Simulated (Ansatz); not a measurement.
## SiAs⁺, singlet: the ladder up to full CI

Geometry: that of the SiAs⁺, triplet, kept fixed. The triplet lies 0.7 eV lower here.

```yaml
atoms:
  - { symbol: Si, position_ang: [0.0000, 0.0000, 0.0000] }
  - { symbol: As, position_ang: [0.0000, 0.0000, 2.3242] }
```

Basis cc-pVDZ; Ansatz 0.2.0. Correlated methods freeze the noble-gas cores and the filled d shells of p-block atoms, which leaves 8 electrons in 26 orbitals. R marks a restricted (for open shells ROHF) determinant, U an unrestricted one. Active spaces: valence = (8e, 8o) chosen from the atoms' valence shells. No spin–orbit coupling is included, and no scalar relativity.

Full CI is exact within this basis and frozen core; it isn't the basis-set limit. The frozen core follows each run's orbitals, which can shift R against U totals by a few meV for light atoms and by up to 0.1 eV past Ca.

The determinant fills πx and πy unequally, so it is a mixture of Σ and Δ, which weighs on every level built on one determinant.

```
UHF ⟨S²⟩                          : 1.033
T1 diagnostic (RCCSD)             : 0.0306
largest doubles amplitude (RCCSD) : 0.145
```

| level | E − E(full CI) (meV) | share of correlation (%) | wall time |
| --- | --- | --- | --- |
| RHF | 5159 | 0.00 | – |
| RMP2 | 1447 | 71.95 | – |
| CISD | 832 | 83.87 | 1.7 s |
| RCCSD | 429 | 91.69 | – |
| RCCSD(T) | 203 | 96.07 | 8 s |
| BCCD(T) | 206 | 96.00 | 9.5 s |
| RCCSDT* | 87 | 98.32 | – |
| CISDTQ | 110 | 97.86 | 4.8 s (H100) |
| RCCSDT(Q)* | 9 | 99.82 | 15 s |
| RCCSDTQ* | 5 | 99.91 | 12 s (H100) |

An asterisk marks runs whose energy the program itself flagged as in doubt.

The correlation energy at full CI, counted from RHF, is -5.159 eV. That run took 19 s on 2 threads of AMD EPYC 7R13 with a shared H100 80 GB, shared host over 55,883,796 determinants.

Run but not shown, since their state, orbitals or frozen core can't be matched to the reference's or they repeat it: UHF, UMP2, UCCSD, UCCSD(T), UCCSDT, UCCSDT(Q), UCCSDTQ, CASSCF (valence space), NEVPT2 (valence space), MRCISD (valence space), MRCISD+Q (valence space), MRCISD+Q(relaxed) (valence space).

Times hold each run's SCF and search for its determinant on a shared host, so for small cases they say little of a method's own cost; rows without a card ran on 1 thread of AMD EPYC 7R13.

Unrestricted levels hold only the spin's projection, and here they fall towards a lower state of higher spin.

The full-CI state has the irrep A1 of C2v, in the program's axes (one component, if the state is degenerate).

Natural occupations of full CI about the gap: 1.956 1.923 1.885 0.977 0.942 0.077 0.076 0.054 0.017 0.017; effectively unpaired electrons, Σ n²(2−n)², 2.13. No single determinant describes this state well, so single-reference rows can miss without a flag.
